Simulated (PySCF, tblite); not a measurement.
Isomers of C5H8O. Computed with GFN2-xTB (tblite): harmonic, unscaled wavenumbers at the GFN2-xTB geometry, gas phase. This tight-binding method is rough: wavenumbers can miss measured ones by several per cent, in bad cases by 10 to 20. One conformer each.

Electronic energies: PBE0/pcSseg-1 single points on the GFN2-xTB geometries (PySCF, gas phase).

```json
{"SMILES": "CC(=O)C1CC1", "electronic energy, lowest = 0 (kJ/mol)": "75.1"}
{"SMILES": "CC/C=C\\C=O", "electronic energy, lowest = 0 (kJ/mol)": "99.2"}
{"SMILES": "C/C=C/C(C)=O", "electronic energy, lowest = 0 (kJ/mol)": "59.3"}
{"SMILES": "OCCC1=CC1", "electronic energy, lowest = 0 (kJ/mol)": "277.4"}
{"SMILES": "O=C1CCCC1", "electronic energy, lowest = 0 (kJ/mol)": "0.0"}
```

Question: How do GFN2-xTB zero-point energies change the relative energies?

Answer: 
```csv
SMILES,ZPE (kJ/mol),of it from modes above 1550 cm⁻¹,electronic (kJ/mol),"with ZPE, lowest = 0 (kJ/mol)",lowest mode (cm⁻¹),rings
O=C1CCCC1,313.6,154.2,0.0,0.0,100,1
C/C=C/C(C)=O,301.8,165.7,59.3,47.5,77,0
CC(=O)C1CC1,306.7,157.4,75.1,68.2,63,1
CC/C=C\C=O,303.1,163.0,99.2,88.6,35,0
OCCC1=CC1,303.0,158.3,277.4,266.8,26,1
```

The zero-point energies span 11.8 kJ/mol, from `C/C=C/C(C)=O` to `O=C1CCCC1`. The order is unchanged.

Question: And how do the electronic energies of GFN2-xTB itself compare?

Answer: `O=C1CCCC1` 0.0; `C/C=C/C(C)=O` 105.5; `CC(=O)C1CC1` 96.1; `CC/C=C\C=O` 143.6; `OCCC1=CC1` 285.0 kJ/mol, lowest = 0. Against the energies above, taken from the same isomer `O=C1CCCC1`, the largest difference is 46.2 kJ/mol.

Question: What do entropy and thermal enthalpy add at 298.15 K and 1 bar (rigid rotor, harmonic oscillator, one conformer each)?

Answer: 
```json
{"SMILES": "O=C1CCCC1", "point group": "C2", "symmetry number": "2", "S (J/(mol K))": "307.3", "H − H(0) (kJ/mol)": "17.03", "ZPE + H − H(0) − TS (kJ/mol)": "239.0"}
{"SMILES": "C/C=C/C(C)=O", "point group": "Cs", "symmetry number": "1", "S (J/(mol K))": "353.4", "H − H(0) (kJ/mol)": "22.31", "ZPE + H − H(0) − TS (kJ/mol)": "218.8"}
{"SMILES": "CC(=O)C1CC1", "point group": "Cs", "symmetry number": "1", "S (J/(mol K))": "336.4", "H − H(0) (kJ/mol)": "19.92", "ZPE + H − H(0) − TS (kJ/mol)": "226.3"}
{"SMILES": "CC/C=C\\C=O", "point group": "Cs", "symmetry number": "1", "S (J/(mol K))": "349.5", "H − H(0) (kJ/mol)": "21.21", "ZPE + H − H(0) − TS (kJ/mol)": "220.1"}
{"SMILES": "OCCC1=CC1", "point group": "C1", "symmetry number": "1", "S (J/(mol K))": "351.8", "H − H(0) (kJ/mol)": "21.04", "ZPE + H − H(0) − TS (kJ/mol)": "219.1"}
```
